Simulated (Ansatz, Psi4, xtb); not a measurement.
**Loss of H2: C2H6 → C2H4 + H2**

Species: C2H6 (ethane) `CC`, singlet; C2H4 (ethylene) `C=C`, singlet; H2 (hydrogen), singlet. This is a balance of energies; it says nothing on the path, which may need atoms to shift.

Shapes, held fixed at every level: PBE0-D4/def2-TZVP. Programs: Ansatz 0.2.0, Psi4 1.11, xtb 6.7.1. The zero-point and thermal change to 298 K, harmonic and unscaled (PBE0-D4/def2-TZVP), is -28.0 kJ/mol.

| level | kind | ΔH(298 K) (kJ/mol) | less CCSD(T)/CBS estimate |
| --- | --- | --- | --- |
| GFN2-xTB | semi-empirical | +189.6 | +52.2 |
| r2SCAN-D4/def2-TZVPP (density fitting) | meta-GGA | +147.0 | +9.6 |
| PBE0-D4/def2-TZVPP (density fitting) | global hybrid | +157.4 | +20.0 |
| B3LYP-D4/def2-TZVPP | global hybrid | +134.7 | -2.7 |
| PBE0-D4/def2-TZVPP | global hybrid | +157.4 | +20.0 |
| B2PLYP/def2-TZVPP | double hybrid | +136.5 | -0.9 |
| MP2/def2-QZVPP (density fitting, density fitting for correlation) | perturbation theory | +144.0 | +6.6 |
| CCSD(T)/def2-TZVPP (density fitting, density fitting for correlation) | coupled cluster or CI | +137.7 | +0.3 |
| CCSD(T)/CBS estimate | coupled cluster or CI | +137.4 | 0.0 |

The highest level, CCSD(T)/CBS estimate, gives ΔH(298 K) = +137.4 kJ/mol; the levels span +134.7 to +189.6. The column of differences is taken from that level and isn't an error. No measured value is set beside it here. The CBS estimate extrapolates MP2 from def2-TZVPP and def2-QZVPP and adds CCSD(T) − MP2 in the triple-zeta set, cores frozen; for H2 it overshoots the exact energy by about 1 mEh.
